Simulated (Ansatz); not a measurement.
**HF (hydrogen fluoride) at CCSD(T)/cc-pVTZ**

What is the energy change on altering one bond length of HF (hydrogen fluoride) at CCSD(T)/cc-pVTZ? 

Program for the calculation: Ansatz 0.2.0.

37 further runs of the same task are left out: 37 set aside as unsound or not needed.

## 1. The structure to begin with

HF: 2 atoms, total charge 0, spin state singlet. As SMILES, `F`. The coordinates come from a PBE0-D4/def2-TZVP relaxation.

Bond lengths: F1–H2 0.920 Å.

## 2. A single-point energy at CCSD(T)/cc-pVTZ

The input, molecule.yaml:

```yaml
crystal:
  periodic: [false, false, false]
  atoms:
    - {symbol: F, position_ang: [-0.390000, 0.144600, -0.196400]}
    - {symbol: H, position_ang: [0.390000, -0.144600, 0.196400]}
basis:
  gaussian:
    orbitals: cc-pVTZ
total_charge: 0
correlation:
  method: ccsd_t
  frozen_orbitals: {F: 1, H: 0}
accuracy: high
scf:
  omitted_lower_state_checks: [cluster_reference, increment]
```

Run with:

```bash
$ ansatz run molecule.yaml --threads 1 --pin off --max-ram 3480MiB --events-out events.jsonl --progress --plain --runs-dir runs
```

Output:

```text
Warning: RAYON_NUM_THREADS=1 ignored (pool sized by the plan → 1); use --threads N
Functional definition: HF
  name "HF"
  exchange = exact_x
  correlation = 0
these checks for a lower state are left out or cut short: cluster_reference, increment
585 factors; integrals over basis functions are off by at most 3.6e-9 eV
mean field evaluation 1: about -2721.7808 eV, gradient 2.5e1 eV
mean field evaluation 2: about -2721.7808 eV, gradient 2.5e1 eV
mean field evaluation 4: about -2722.7088 eV, gradient 1.2e0 eV
mean field evaluation 8: about -2722.7132 eV, gradient 3.9e-5 eV
mean field -2722.71320180 eV, -100.0578646450 hartree, gradient 5.5e-9 eV, S^2 0.000000; 0 other end points of the search recorded, 0 dependent functions left out
1 core orbitals not correlated: weight in the atoms' cores, before any rotation towards them, 1.000 or more for the frozen orbitals, at most 0.000 for the correlated occupied ones
reference -2722.71320180 eV, -100.0578646450 hartree; 4, 4 occupied and 39, 39 virtual orbitals, 585 factors
second order -7.39924491 eV of doubles, -0.00000000 eV of singles
cycle   1  -7.32899473 eV  change    7.0e-2 eV  update   3.5e-2
cycle   2  -7.44058394 eV  change   -1.1e-1 eV  update   8.7e-3
cycle   3  -7.46076924 eV  change   -2.0e-2 eV  update   3.4e-3
cycle   4  -7.45842427 eV  change    2.3e-3 eV  update   5.4e-4
cycle   5  -7.45867752 eV  change   -2.5e-4 eV  update   1.7e-4
cycle   6  -7.45874480 eV  change   -6.7e-5 eV  update   3.6e-5
cycle   7  -7.45873368 eV  change    1.1e-5 eV  update   1.1e-5
cycle   8  -7.45873441 eV  change   -7.3e-7 eV  update   2.5e-6
cycle   9  -7.45873327 eV  change    1.1e-6 eV  update   4.0e-7
cycle  10  -7.45873315 eV  change    1.2e-7 eV  update   6.3e-8
cycle  11  -7.45873323 eV  change   -8.5e-8 eV  update   2.0e-8
cycle  12  -7.45873323 eV  change    5.0e-9 eV  update   1.0e-8
cycle  13  -7.45873281 eV  change    4.2e-7 eV  update   4.9e-8
cycle  14  -7.45873284 eV  change   -3.0e-8 eV  update   1.0e-8
cycle  15  -7.45873283 eV  change    5.2e-9 eV  update   2.7e-9
cycle  16  -7.45873283 eV  change  -9.5e-10 eV  update  5.9e-10
perturbative correction -0.17361183 eV, -0.0063801172 hartree
Total energy: -2730.34554647 eV, -100.3383481381 hartree
Checks for a lower state left out: cluster_reference, increment
```

Wall time 0.52 s (1 thread of Arm Neoverse V1, shared host); peak memory 0.11 GiB.

## 3. The distorted shape

The input, in.yaml:

```yaml
basis:
  gaussian:
    orbitals: cc-pVTZ
crystal:
  periodic: [false, false, false]
  atoms:
    - symbol: F
      position_ang: [-0.507038, 0.187994, -0.255339]
    - symbol: H
      position_ang: [0.390000, -0.144600, 0.196400]
correlation:
  method: ccsd_t
  frozen_orbitals: {F: 1, H: 0}
accuracy: high
scf:
  omitted_lower_state_checks: [cluster_reference, increment]
```

Run with:

```bash
$ ansatz run in.yaml --threads 1 --pin off --max-ram 3480MiB --events-out events.jsonl --progress --plain --runs-dir runs
```

Output:

```text
Warning: RAYON_NUM_THREADS=1 ignored (pool sized by the plan → 1); use --threads N
Functional definition: HF
  name "HF"
  exchange = exact_x
  correlation = 0
these checks for a lower state are left out or cut short: cluster_reference, increment
586 factors; integrals over basis functions are off by at most 3.2e-9 eV
mean field evaluation 1: about -2720.9397 eV, gradient 2.6e1 eV
mean field evaluation 2: about -2720.9397 eV, gradient 2.6e1 eV
mean field evaluation 4: about -2722.0860 eV, gradient 1.6e0 eV
mean field evaluation 8: about -2722.0966 eV, gradient 9.4e-5 eV
mean field -2722.09664933 eV, -100.0352067596 hartree, gradient 1.5e-8 eV, S^2 0.000000; 0 other end points of the search recorded, 0 dependent functions left out
1 core orbitals not correlated: weight in the atoms' cores, before any rotation towards them, 1.000 or more for the frozen orbitals, at most 0.000 for the correlated occupied ones
reference -2722.09664933 eV, -100.0352067596 hartree; 4, 4 occupied and 39, 39 virtual orbitals, 586 factors
second order -7.57714882 eV of doubles, -0.00000000 eV of singles
cycle   1  -7.45398129 eV  change    1.2e-1 eV  update   4.2e-2
cycle   2  -7.58937937 eV  change   -1.4e-1 eV  update   1.2e-2
cycle   3  -7.61966087 eV  change   -3.0e-2 eV  update   5.1e-3
cycle   4  -7.61572921 eV  change    3.9e-3 eV  update   9.1e-4
cycle   5  -7.61615510 eV  change   -4.3e-4 eV  update   3.5e-4
cycle   6  -7.61626248 eV  change   -1.1e-4 eV  update   8.4e-5
cycle   7  -7.61623275 eV  change    3.0e-5 eV  update   2.2e-5
cycle   8  -7.61623415 eV  change   -1.4e-6 eV  update   4.6e-6
cycle   9  -7.61623177 eV  change    2.4e-6 eV  update   7.3e-7
cycle  10  -7.61623172 eV  change    5.1e-8 eV  update   1.4e-7
cycle  11  -7.61623181 eV  change   -9.4e-8 eV  update   3.4e-8
cycle  12  -7.61623181 eV  change    4.4e-9 eV  update   1.9e-8
cycle  13  -7.61623181 eV  change   -6.0e-9 eV  update   1.0e-8
cycle  14  -7.61623172 eV  change    8.9e-8 eV  update   5.4e-8
cycle  15  -7.61623174 eV  change   -1.2e-8 eV  update   1.4e-8
cycle  16  -7.61623174 eV  change   -4.8e-9 eV  update   3.9e-9
cycle  17  -7.61623174 eV  change    2.1e-9 eV  update   1.4e-9
cycle  18  -7.61623174 eV  change   2.1e-10 eV  update  4.3e-10
perturbative correction -0.19224868 eV, -0.0070650088 hartree
Total energy: -2729.90512975 eV, -100.3221631223 hartree
Checks for a lower state left out: cluster_reference, increment
```

Wall time 0.54 s (1 thread of Arm Neoverse V1, shared host); peak memory 0.11 GiB.

## 4. Summary of results

Level: CCSD(T)/cc-pVTZ, 1 core orbital frozen.

```
                                                         quantity          value
                                        first shape: total energy  -100.33835 Eh
          first shape: correlation energy (1 core orbital frozen)     -280.5 mEh
                                      first shape: (T) correction      -6.38 mEh
                                       first shape: T1 diagnostic          0.007
                                    distorted shape: total energy  -100.32216 Eh
      distorted shape: correlation energy (1 core orbital frozen)     -287.0 mEh
                                  distorted shape: (T) correction      -7.07 mEh
                                   distorted shape: T1 diagnostic          0.008
energy change with the F1–H2 bond stretched from 0.920 to 1.058 Å       0.440 eV
```

In words: With the F1–H2 bond stretched from 0.920 to 1.058 Å the energy rises by 0.44 eV (42.5 kJ/mol). The first shape isn't relaxed at this level, so the change isn't measured from a minimum. The triples (first shape) make up 2.3 % of the correlation energy. The triples (distorted shape) make up 2.5 % of the correlation energy.
